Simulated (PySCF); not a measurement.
# C₂HNO: fields and orbitals

Aim: take C₂HNO and find what binds its two fragments and compute its lowest excited states.

Program: PySCF 2.14.0. Level of theory: levels as typed in each script, gas phase, geometry from start geometry of a pair search. These are calculated values, not measurements.

### Step 1. Where the work starts

SMILES `C#N.[C-]#[O+]`, 5 atoms, charge 0, spin multiplicity 1.

Bond lengths: C1–N2 1.140 Å, C1–H3 1.058 Å, C4–O5 1.128 Å. Angles: N2–C1–H3 177.9°.

As a file:

```
C    -1.4398    0.4542   -0.0073
N    -1.5125   -0.6830    0.0063
H    -1.4104    1.5115   -0.0180
C     1.1272    0.5818    0.0147
O     1.7342   -0.3684   -0.0088
```

### Step 2. Binding of the two fragments (BP86/def2-tzvp)

The input, input.py:

```python
import numpy as np
from pyscf import gto, scf, dft
from pyscf.scf import atom_ks, atom_hf
from scipy.linalg import block_diag
from pyscf.dispersion import dftd3

def solve(mol, dm0=None, hcore=None):
    mf = (dft.UKS if mol.spin else dft.RKS)(mol, xc='bp86')
    mf.grids.level = 3
    mf = mf.density_fit(auxbasis='def2-universal-jkfit')
    mf.conv_tol, mf.max_cycle = 1e-8, 80
    if hcore is not None:
        mf.get_hcore = lambda *args: hcore
    mf.kernel(dm0)
    if not mf.converged:
        mf = mf.newton().run(mf.mo_coeff, mf.mo_occ, max_cycle=30)
    assert mf.converged, 'SCF not converged'
    return mf

mol = gto.M(atom='''
C     -1.43977     0.45421    -0.00733
N     -1.51253    -0.68298     0.00627
H     -1.41040     1.51149    -0.01798
C      1.12717     0.58185     0.01469
O      1.73421    -0.36838    -0.00877
''', basis='def2-tzvp', charge=0, spin=0, verbose=4)
mol_a = gto.M(atom='''
C     -1.43977     0.45421    -0.00733
N     -1.51253    -0.68298     0.00627
H     -1.41040     1.51149    -0.01798
ghost-C      1.12717     0.58185     0.01469
ghost-O      1.73421    -0.36838    -0.00877
''', basis='def2-tzvp', charge=0, spin=0, verbose=4)
mol_b = gto.M(atom='''
ghost-C     -1.43977     0.45421    -0.00733
ghost-N     -1.51253    -0.68298     0.00627
ghost-H     -1.41040     1.51149    -0.01798
C      1.12717     0.58185     0.01469
O      1.73421    -0.36838    -0.00877
''', basis='def2-tzvp', charge=0, spin=0, verbose=4)
ab, a, b = solve(mol), solve(mol_a), solve(mol_b)
e_int = ab.e_tot - a.e_tot - b.e_tot
print('counterpoise-corrected interaction energy / kcal/mol', e_int * 627.5095)
def disp(atoms, charge):
    m = gto.M(atom=atoms, charge=charge, basis='sto-3g', spin=None, unit='Bohr', verbose=0)
    return dftd3.DFTD3Dispersion(m, xc='bp86', version='d3bj').get_dispersion()['energy']
e_disp = disp(mol._atom, mol.charge) - disp(mol._atom[:3], mol_a.charge) - disp(mol._atom[3:], mol_b.charge)
print('D3(BJ) part / kcal/mol', e_disp * 627.5095)
# spherically averaged free atoms, for the promolecule
atm = atom_ks.get_atm_nrks(mol, xc='bp86')
pro = block_diag(*[(atm[a[0]][2] * atm[a[0]][3]) @ atm[a[0]][2].T for a in mol._atom])
np.savez('result.npz', e_int=e_int, e_disp=e_disp, dm_a=a.make_rdm1(), dm_b=b.make_rdm1(), c=ab.mo_coeff, occ=ab.mo_occ, eps=ab.mo_energy, pro=pro, d=[f.dip_moment(verbose=0) for f in (ab, a, b)])
```

Run with:

```bash
> OMP_NUM_THREADS=1 python input.py
```

### Step 4. Excited states (M06-2X/def2-svp)

The input, input.py:

```python
import numpy as np
from pyscf import gto, scf, dft, tdscf
from pyscf.scf import atom_ks, atom_hf
from scipy.linalg import block_diag

def solve(mol, dm0=None, hcore=None):
    mf = (dft.UKS if mol.spin else dft.RKS)(mol, xc='m062x')
    mf.grids.level = 3
    mf = mf.density_fit(auxbasis='def2-universal-jkfit')
    mf.conv_tol, mf.max_cycle = 1e-8, 80
    if hcore is not None:
        mf.get_hcore = lambda *args: hcore
    mf.kernel(dm0)
    if not mf.converged:
        mf = mf.newton().run(mf.mo_coeff, mf.mo_occ, max_cycle=30)
    assert mf.converged, 'SCF not converged'
    return mf

mol = gto.M(atom='''
C     -1.43977     0.45421    -0.00733
N     -1.51253    -0.68298     0.00627
H     -1.41040     1.51149    -0.01798
C      1.12717     0.58185     0.01469
O      1.73421    -0.36838    -0.00877
''', basis='def2-svp', charge=0, spin=0, verbose=4)
mf = solve(mol)
td = mf.TDA()
td.nstates, td.singlet, td.conv_tol = 5, True, 1e-5
td.kernel()
td.analyze()
x, y = np.array([p[0] for p in td.xy]), np.array([p[1] + 0 * p[0] for p in td.xy])
f, mu = td.oscillator_strength(), td.transition_dipole()
nto = [td.get_nto(state=i + 1, verbose=4) for i in range(len(td.e))]
# spherically averaged free atoms, for the promolecule
atm = atom_ks.get_atm_nrks(mol, xc='m062x')
pro = block_diag(*[(atm[a[0]][2] * atm[a[0]][3]) @ atm[a[0]][2].T for a in mol._atom])
np.savez('result.npz', e=td.e, f=f, ok=td.converged, w=[n[0] for n in nto], nto=[n[1] for n in nto], x=x, y=y, c=mf.mo_coeff, occ=mf.mo_occ, eps=mf.mo_energy, pro=pro, mu=mu)
```

(Steps that only read results are left out.)

Q: Predict the outcome of this session. Wanted: interaction energy, counterpoise; lowest singlet excitation.

The runs gave:

```
                                         quantity          value
interaction energy, counterpoise (BP86/def2-tzvp)  +3.9 kcal/mol
      lowest singlet excitation (M06-2X/def2-svp)        7.35 eV
```

The counterpoise-corrected interaction energy of the frozen fragments is +3.9 kcal/mol without dispersion correction and +2.3 kcal/mol with D3(BJ). The geometry was not optimised at these levels.
